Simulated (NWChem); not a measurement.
Species: LiH; SMILES [LiH]

```xyz
2

Li     0.0000     0.0000     0.4586
H      0.0000     0.0000    -1.1457
```
Atoms are numbered in this order, from 1.

Program: NWChem. Structure relaxed at the PBE-D3(BJ)/def2-SVP level. Ions are spin-unrestricted doublets at the neutral geometry; other ion states weren't tried.

**Question.** Order these by “ΔSCF minus −ε(HOMO) (eV)”, lowest first: LRC-wPBEh/def2-TZVP; PBE0/def2-TZVP; LDA (Slater exchange, VWN5)/def2-TZVP; B3LYP/def2-TZVP.

**Answer.** LRC-wPBEh/def2-TZVP (0.69), PBE0/def2-TZVP (2.52), B3LYP/def2-TZVP (2.94), LDA (Slater exchange, VWN5)/def2-TZVP (3.78)
